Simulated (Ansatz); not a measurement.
**C8H18: one species, many methods**

How much do the methods differ for C8H18? The plan is to run it at one geometry with functionals of several rungs and with coupled cluster, and see how far each lands from CCSD(T) at the basis-set limit for the atomisation energy.

The runs use Ansatz 0.2.0, Gaussian basis; functionals in def2-TZVPP, the program's frozen cores in correlated methods.

The runs, in order: LDA (SPW92), PBE-D4, revPBE-D4, BLYP-D4, r2SCAN-D4, B97M-V, PBE0-D4, B3LYP-D4, r2SCANh-D4, r2SCAN0-D4, HSE06-D4, BHLYP-D4, CAM-B3LYP-D4, LC-ωPBE, ωB97X-V, ωB97M-V, B2PLYP, PBE-QIDH; CCSD(T)/def2-SVP; CCSD(T)/def2-TZVPP; MP2/def2-QZVPP; extrapolation to the limit; RPA on PBE.

## 1. The geometry

The geometry comes from an earlier relaxation with PBE0-D4 in a triple-zeta def2 set; it is a stationary point, not always the lowest conformer.

26 atoms, charge 0, spin multiplicity 1.

Atoms are counted from 1 here; the program's logs count them from 0.

Bond lengths: C1–C2 1.519 Å, C1–H9 1.094 Å, C1–H10 1.092 Å, C1–H11 1.094 Å, C2–C3 1.520 Å, C2–H12 1.096 Å, C2–H13 1.096 Å, C3–C4 1.520 Å, C3–H14 1.098 Å, C3–H15 1.096 Å, C4–C5 1.523 Å, C4–H16 1.096 Å, C4–H17 1.096 Å, C5–C6 1.528 Å, C5–H18 1.098 Å, C5–H19 1.097 Å, C6–C7 1.522 Å, C6–C8 1.522 Å and more. Angles: C2–C1–H9 111.1°, C2–C1–H10 111.7°, C2–C1–H11 111.1°, H9–C1–H10 107.7°, H9–C1–H11 107.4°, H10–C1–H11 107.7°, C1–C2–C3 113.1°, C1–C2–H12 109.7°, C1–C2–H13 109.6°, C3–C2–H12 109.2°, C3–C2–H13 109.1°, H12–C2–H13 105.9°, C2–C3–C4 113.1°, C2–C3–H14 109.3°, C2–C3–H15 108.9°, C4–C3–H14 109.3°, C4–C3–H15 110.0°, H14–C3–H15 105.9° and more.

Coordinates:

```mol
C8H18
  3D, bonds by distance, orders not assigned

 26 25  0  0  0  0  0  0  0  0999 V2000
   -1.3636   -2.9139   -1.9624 C   0  0
   -1.4936   -1.4110   -1.7867 C   0  0
   -0.8185   -0.8980   -0.5254 C   0  0
   -0.9392    0.6074   -0.3533 C   0  0
   -0.3654    1.1405    0.9530 C   0  0
    1.1201    0.8750    1.1915 C   0  0
    1.9915    1.4513    0.0851 C   0  0
    1.5379    1.4280    2.5462 C   0  0
   -1.8128   -3.4487   -1.1207 H   0  0
   -1.8560   -3.2578   -2.8749 H   0  0
   -0.3133   -3.2141   -2.0183 H   0  0
   -2.5536   -1.1320   -1.7668 H   0  0
   -1.0644   -0.9000   -2.6566 H   0  0
   -1.2530   -1.3999    0.3490 H   0  0
    0.2379   -1.1903   -0.5449 H   0  0
   -0.4628    1.1075   -1.2043 H   0  0
   -1.9986    0.8844   -0.4049 H   0  0
   -0.5324    2.2243    0.9996 H   0  0
   -0.9317    0.7118    1.7892 H   0  0
    1.2748   -0.2110    1.2141 H   0  0
    1.7723    1.0037   -0.8869 H   0  0
    1.8386    2.5321   -0.0040 H   0  0
    3.0511    1.2830    0.2942 H   0  0
    2.5873    1.2093    2.7599 H   0  0
    1.4127    2.5154    2.5756 H   0  0
    0.9345    1.0031    3.3529 H   0  0
  1  2  8  0
  2  3  8  0
  3  4  8  0
  4  5  8  0
  5  6  8  0
  6  7  8  0
  6  8  8  0
  1  9  8  0
  1 10  8  0
  1 11  8  0
  2 12  8  0
  2 13  8  0
  3 14  8  0
  3 15  8  0
  4 16  8  0
  4 17  8  0
  5 18  8  0
  5 19  8  0
  6 20  8  0
  7 21  8  0
  7 22  8  0
  7 23  8  0
  8 24  8  0
  8 25  8  0
  8 26  8  0
M  END
```

## 2. LDA

This LDA is Slater exchange with PW92 correlation.

Contents of in.yaml:

```yaml
crystal:
  periodic: [false, false, false]
  atoms:
    - {symbol: C, position_ang: [-1.363559, -2.913868, -1.962382]}
    - {symbol: C, position_ang: [-1.493581, -1.411048, -1.786712]}
    - {symbol: C, position_ang: [-0.818519, -0.898010, -0.525414]}
    - {symbol: C, position_ang: [-0.939173, 0.607403, -0.353287]}
    - {symbol: C, position_ang: [-0.365358, 1.140451, 0.952999]}
    - {symbol: C, position_ang: [1.120078, 0.874994, 1.191475]}
    - {symbol: C, position_ang: [1.991490, 1.451295, 0.085095]}
    - {symbol: C, position_ang: [1.537862, 1.427986, 2.546217]}
    - {symbol: H, position_ang: [-1.812808, -3.448750, -1.120694]}
    - {symbol: H, position_ang: [-1.855954, -3.257839, -2.874940]}
    - {symbol: H, position_ang: [-0.313269, -3.214103, -2.018338]}
    - {symbol: H, position_ang: [-2.553563, -1.131986, -1.766803]}
    - {symbol: H, position_ang: [-1.064368, -0.899959, -2.656593]}
    - {symbol: H, position_ang: [-1.253049, -1.399943, 0.349024]}
    - {symbol: H, position_ang: [0.237934, -1.190264, -0.544948]}
    - {symbol: H, position_ang: [-0.462806, 1.107459, -1.204306]}
    - {symbol: H, position_ang: [-1.998582, 0.884443, -0.404883]}
    - {symbol: H, position_ang: [-0.532364, 2.224291, 0.999581]}
    - {symbol: H, position_ang: [-0.931662, 0.711772, 1.789166]}
    - {symbol: H, position_ang: [1.274772, -0.210992, 1.214054]}
    - {symbol: H, position_ang: [1.772312, 1.003729, -0.886926]}
    - {symbol: H, position_ang: [1.838568, 2.532149, -0.003963]}
    - {symbol: H, position_ang: [3.051055, 1.283026, 0.294173]}
    - {symbol: H, position_ang: [2.587337, 1.209283, 2.759859]}
    - {symbol: H, position_ang: [1.412666, 2.515406, 2.575613]}
    - {symbol: H, position_ang: [0.934533, 1.003066, 3.352933]}
basis:
  gaussian: {orbitals: def2-TZVPP}
hamiltonian: {xc: lda}
output: {orbitals: {seedname: orbitals}}
```

The runs that follow: PBE-D4 (GGA); revPBE-D4 (GGA); BLYP-D4 (GGA); r2SCAN-D4 (meta-GGA); B97M-V (meta-GGA); PBE0-D4 (hybrid); B3LYP-D4 (hybrid); r2SCANh-D4 (hybrid); r2SCAN0-D4 (hybrid); HSE06-D4 (hybrid); BHLYP-D4 (hybrid); CAM-B3LYP-D4 (range-separated); LC-ωPBE (range-separated); ωB97X-V (range-separated); ωB97M-V (range-separated); B2PLYP (double hybrid); PBE-QIDH (double hybrid); CCSD(T) in def2-SVP; CCSD(T) in def2-TZVPP; MP2 in def2-QZVPP; RPA on PBE orbitals.

**Question.** What will the summary of the whole plan be? Wanted: atomisation energy, CCSD(T)/CBS; farthest beyond LDA; mean size of error, GGA; mean size of error, meta-GGA; mean size of error, hybrid; mean size of error, range-separated; mean size of error, double hybrid; gap, smallest and largest; T1 diagnostic.

The runs gave:

| quantity | value |
| --- | --- |
| atomisation energy, CCSD(T)/CBS | 107.527 eV |
| functionals within 0.538 eV (0.5 %) | revPBE-D4, r2SCAN-D4, B97M-V, B3LYP-D4, r2SCANh-D4, r2SCAN0-D4, CAM-B3LYP-D4, LC-ωPBE, ωB97X-V, ωB97M-V, PBE-QIDH |
| farthest beyond LDA | BHLYP-D4 (-1.996 eV) |
| mean size of error, GGA | 0.934 eV |
| mean size of error, meta-GGA | 0.187 eV |
| mean size of error, hybrid | 0.713 eV |
| mean size of error, range-separated | 0.256 eV |
| mean size of error, double hybrid | 0.523 eV |
| gap, smallest and largest | 7.31 eV (LDA (SPW92)), 14.41 eV (LC-ωPBE) |
| T1 diagnostic | 0.0085 |
| triples share of the correlation energy | 3.8 % |

**Reading.** LDA overbinds by 13.883 eV (13 %). PBE-D4 misses by +1.719 eV. Double hybrids carry the basis error of their MP2 part in triple zeta, and no dispersion term here, so their miss is partly the set-up's. The rungs meta-GGA, range-separated, double hybrid miss on average by less than the doubt on the reference (0.538 eV), so they tie. Misses under about 0.538 eV are within the doubt on the reference itself, which lacks core-valence correlation, relativity and higher excitations. Hartree-Fock recovers 76 % of the binding; the rest is correlation. CCSD(T) in def2-SVP is off by -3.639 eV, so the small basis spoils what the method gains. The gap grows from 7.3 to 14.4 eV across the functionals, mostly with the share of exact exchange.
